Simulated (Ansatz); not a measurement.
# C₂H₃Na (SMILES C=[CH][Na]): functionals against CCSD(T) at one geometry

The task here is to estimate one member of a computed series from the others.

The runs use Ansatz 0.2.0, Gaussian basis; single points in def2-TZVPP.

Cores are frozen in the correlated methods. The outer core shell of Li, Na, Mg and K is correlated.

### Where the work starts

SMILES `C=[CH][Na]`, 6 atoms, charge 0, spin multiplicity 1.

Atoms are counted from 1 here; the program's logs count them from 0.

Bond lengths: C1–C2 1.332 Å, C1–H4 1.079 Å, C1–H5 1.077 Å, C2–Na3 2.280 Å, C2–H6 1.069 Å. Angles: C2–C1–H4 123.3°, C2–C1–H5 122.9°, H4–C1–H5 113.6°, C1–C2–Na3 118.1°, C1–C2–H6 112.5°, Na3–C2–H6 129.4°.

Geometry (Å):

```xyz
6

C    -0.6058    0.1220   -0.3851
C     0.4528    0.1772    0.4207
Na    1.8245   -1.6414    0.5196
H    -0.8256   -0.7238   -1.0172
H    -1.2882    0.9448   -0.5124
H     0.5081    1.0986    0.9601
```

The first run:

The input, run/in.yaml:

```yaml
crystal:
  periodic: [false, false, false]
  atoms:
    - {symbol: C, position_ang: [-0.605800, 0.122000, -0.385100]}
    - {symbol: C, position_ang: [0.452800, 0.177200, 0.420700]}
    - {symbol: Na, position_ang: [1.824500, -1.641400, 0.519600]}
    - {symbol: H, position_ang: [-0.825600, -0.723800, -1.017200]}
    - {symbol: H, position_ang: [-1.288200, 0.944800, -0.512400]}
    - {symbol: H, position_ang: [0.508100, 1.098600, 0.960100]}
basis:
  gaussian: {orbitals: def2-TZVPP}
correlation: {method: ccsd_t}
output: {forces: true}
```

The command line of these runs was not kept.

Steps of the session up to this table: CCSD(T)/def2-TZVPP; PBE0-D4/def2-TZVPP; wB97M-V/def2-TZVPP; r2SCAN-D4/def2-TZVPP; PBE-D4/def2-TZVPP; HSE06-D4/def2-TZVPP; B97M-V/def2-TZVPP.

One of the session's tables, all rows but one given; the rest of the session is left out.

```
   method  RMS force component (eV/Å)  angle to CCSD(T) forces (°)  dipole (D)
  CCSD(T)                       0.467                    reference        6.74
  PBE0-D4                           ?                            ?           ?
  wB97M-V                       0.346                         35.9        6.69
r2SCAN-D4                       0.381                         32.3        6.52
   PBE-D4                       0.456                         31.7        5.77
 HSE06-D4                       0.372                         39.7        6.43
   B97M-V                       0.309                         42.8        6.31
```

Q: Estimate the row for PBE0-D4 from the others.

The run gave: RMS force component (eV/Å): 0.371; angle to CCSD(T) forces (°): 39.9; dipole (D): 6.46. In the column «RMS force component (eV/Å)» it lies between wB97M-V (0.346) and HSE06-D4 (0.372).
